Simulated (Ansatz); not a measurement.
Basis-set extrapolation for `C=C(C)C(=C)Cl` (PBE0-D4/def2-TZVP geometry, frozen core, Ansatz). Multiplicity 1, RHF reference.

```json
{"": "HF", "def2-TZVPP": "-652.959050", "def2-QZVPP": "-652.980306"}
{"": "MP2 correlation", "def2-TZVPP": "-1.011337", "def2-QZVPP": "-1.082673"}
{"": "CCSD(T) correlation", "def2-TZVPP": "-1.113224", "def2-QZVPP": "not run"}
```

Energies in hartree. Use E(X) = E(∞) + A·exp(−7.88·√X) for Hartree–Fock and E(X) = E(∞) + B·X^(−2.97) for correlation, with X = 3 and 4, and add CCSD(T) minus MP2 of the smaller set to the MP2 limit.

Problem. What is the CCSD(T) energy at the basis-set limit?

Solution. HF limit: -652.980306 + (-0.021256) × 0.13774 = -652.98323. MP2 limit: -1.082673 + (-0.071336) × 0.74074 = -1.13551. Higher-order term: -1.113224 − (-1.011337) = -0.10189. Total: -654.22063 hartree, 93.1 kcal/mol below CCSD(T)/def2-TZVPP.
